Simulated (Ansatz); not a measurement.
This Ansatz (a first-principles code) input (HF/def2-TZVPP) gives -108.98934 Eh with 62 basis functions. A basis named .json is the Basis Set Exchange file of that set (core-valence sets with the plain set on hydrogen).

Ansatz 0.2 input:
```yaml
crystal:
  periodic: [false, false, false]
  atoms:
    - {symbol: N, position_ang: [-0.00000000, -0.00000000, -0.54544247]}
    - {symbol: N, position_ang: [0.00000000, 0.00000000, 0.54544247]}
basis:
  gaussian:
    orbitals: def2-TZVPP
    fitting: {mean_field: cc-pVQZ-JKFIT.json}
hamiltonian:
  xc: {name: HF}
magnetization: {spin_polarized: false}
```

Change:
```diff
- fitting: {mean_field: cc-pVQZ-JKFIT.json}
+ fitting: {mean_field: def2-SV_P_-JKFIT.json}
```

Problem. What does the run give now?

Solution. -108.98929 Eh (HF/def2-TZVPP, 62 functions), a change of +0.05 mEh.
